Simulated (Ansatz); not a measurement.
# AlCO (doublet): from Hartree-Fock to the top rungs, cc-pVTZ

One table from this session's results is given with a row withheld; the runs are named, their logs left out.

The runs use Ansatz 0.2.0, Gaussian basis; cc-pVTZ, core rule «outside noble gas», up to 7 orbitals frozen.

Plan: UHF; CCSD(T) on ROHF; CCSD(T) on UHF; BCCD(T) on ROHF; CCSDT(Q) on ROHF; CCSDT(Q) on UHF.

5 further runs of the same task are left out: 2 for a known fault of the program, 3 set aside as unsound or not needed.

### The system

The geometry is a PBE0/def2-TZVP stationary point (not a proven minimum) of the parent state, kept for this charge and spin.

3 atoms, charge 0, spin multiplicity 2.

Atoms are counted from 1 here; the program's logs count them from 0.

Bond lengths: Al1–C2 1.847 Å, C2–O3 1.158 Å. Angles: Al1–C2–O3 180.0°.

The first run:

Input file in.yaml:

```yaml
crystal:
  periodic: [false, false, false]
  atoms:
    - {symbol: Al, position_ang: [0.000000, 0.000000, 1.617200]}
    - {symbol: C, position_ang: [0.000000, 0.000000, -0.229400]}
    - {symbol: O, position_ang: [0.000000, 0.000000, -1.387800]}
basis:
  gaussian: {orbitals: cc-pVTZ}
magnetization: {spin_polarized: true, initial_magnetization: 1}
hamiltonian: {xc: hf}
output: {orbitals: {seedname: orbitals}}
```

The run is started by

```sh
$ ansatz run in.yaml --threads 1 --pin off --events-out ev --progress --plain --max-ram 2560MiB --backend cpu
```

Among the steps run: UHF; CCSD(T) on ROHF; CCSD(T) on UHF; BCCD(T) on ROHF; CCSDT(Q) on ROHF; CCSDT(Q) on UHF.

One of the session's tables, all rows but one given; the rest of the session is left out.

| method | from UCCSDT(Q) (kcal/mol) |
| --- | --- |
| ROHF | +284.48 |
| UHF | +281.22 |
| RMP2 | +22.48 |
| UMP2 | +26.75 |
| RCCSD | +14.59 |
| UCCSD | +14.61 |
| RCCSD(T) | +1.36 |
| UCCSD(T) | +1.47 |
| BCCD(T) | +1.29 |
| RCCSDT | +0.99 |
| UCCSDT | ? |
| RCCSDT(Q) | +0.15 |
| UCCSDT(Q) | 0 |

**Question.** Estimate the row for UCCSDT.

The run gave: from UCCSDT(Q) (kcal/mol): +1.00. In the column «from UCCSDT(Q) (kcal/mol)» it lies between RCCSDT (+0.99) and BCCD(T) (+1.29).

Caveats from the session: Restricted and unrestricted rows rest on different reference determinants; where their highest levels disagree by more than a few hundredths of an eV, they describe different states and don't form one ladder.
